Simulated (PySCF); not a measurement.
## PySCF run on BP

Input:

```python
from pyscf import gto, dft

mol = gto.M(
    atom='B 0 0 0; P 0 0 1.692',
    basis='6-31g',
    charge=0,
    spin=2,
    symmetry=True,
    verbose=3,
)
mf = dft.UKS(mol, xc='camb3lyp')
mf = mf.newton()
mf.kernel()
mf.dip_moment()
print('orbital energies (hartree):', [e[max(0, n-3):n+3].round(4) for e, n in zip(mf.mo_energy, mol.nelec)])
```

```bash
$ OMP_NUM_THREADS=1 python input.py
```

Output:

```
SCF not converged.
SCF energy = -365.971653941875 after 50 cycles  <S^2> = 2.0051357  2S+1 = 3.0034219

WARN: Orbital degeneracy broken

Dipole moment(X, Y, Z, Debye):  0.00000,  0.00000, -0.49834
orbital energies (hartree): [array([-0.3498, -0.3325, -0.3223, -0.0128,  0.0072,  0.174 ]), array([-0.704 , -0.3977, -0.3063, -0.1338, -0.0681,  0.0367])]
```

In short: not converged: SCF.

Hardware: Intel Xeon 6975P-C, 1 thread, shared host. Wall time 29 s, peak memory 0.17 GiB.

The run did not converge; its numbers are not results.
